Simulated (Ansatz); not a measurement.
C2H2O, SMILES C1=CO1: the interaction energy of a dimer with the counterpoise correction, run with Ansatz 0.2.0, Python API.

The script, `dimer_c2h2o.py`:
```python
"""Binding of a C2H2O dimer at a trial geometry."""

import ansatz as az

BASIS_SET = "def2-SVPD"
LEVEL = "MP2"

FIRST = [
    ("C", (-0.5173, -0.2739, -0.2432)),
    ("C", (0.474, 0.3766, 0.2076)),
    ("O", (0.3259, -0.9406, 0.3918)),
    ("H", (-1.4077, -0.3316, -0.7496)),
    ("H", (1.1251, 1.1693, 0.3935)),
]
SECOND = [
    ("C", (2.5845, -0.5861, -3.0864)),
    ("C", (2.0955, -0.8062, -1.9369)),
    ("O", (2.0612, 0.3968, -2.522)),
    ("H", (3.0737, -0.89, -3.9356)),
    ("H", (1.7891, -1.319, -1.0825)),
]

def energy(atoms, ghosts=()):
    molecule = az.Crystal.molecule()
    for symbol, xyz in atoms:
        molecule = molecule.atom(symbol, xyz)
    calc = (
        molecule.calculation()
        .basis(gaussian=BASIS_SET)
        .correlation(LEVEL)
    )
    deck = calc.input()
    if ghosts:
        deck = deck.set(az.key.basis.gaussian.ghost_atoms, [{"symbol": s, "position_ang": list(xyz)} for s, xyz in ghosts])
    return az.Session.from_dict(deck).plan().execute().report["free_energy_ev"]

# ghost atoms carry the functions of the partner
both = energy(FIRST + SECOND)
alone = energy(FIRST) + energy(SECOND)
ghosted = energy(FIRST, SECOND) + energy(SECOND, FIRST)
print(f"dimer {both:.6f} eV")
print(f"interaction, uncorrected   {23.060548 * (both - alone):8.3f} kcal/mol")
print(f"interaction, counterpoise  {23.060548 * (both - ghosted):8.3f} kcal/mol")
print(f"basis-set superposition    {23.060548 * (alone - ghosted):8.3f} kcal/mol")
```

How large is the interaction at this pose, and how much of it is basis-set superposition?

Uncorrected it is -4.823 kcal/mol, with the counterpoise correction -1.222 kcal/mol; the difference, 3.60 kcal/mol, is the superposition error.

What the script printed:

`python dimer_c2h2o.py` gives:
```text
dimer -8265.977078 eV
interaction, uncorrected     -4.823 kcal/mol
interaction, counterpoise    -1.222 kcal/mol
basis-set superposition       3.601 kcal/mol
```

What to keep in mind:
- Total energies depend on the basis set; only differences at equal settings carry meaning.
- The dimer is a generated trial pose of unrelaxed monomers, not a minimum, so the figure is no binding energy, and the basis set is small.
- It ran for 16 s on 1 thread of Arm Neoverse V2, on a shared host, peak memory 0.43 GiB.

(Lines on the test bed's own set-up are left out of the output.)
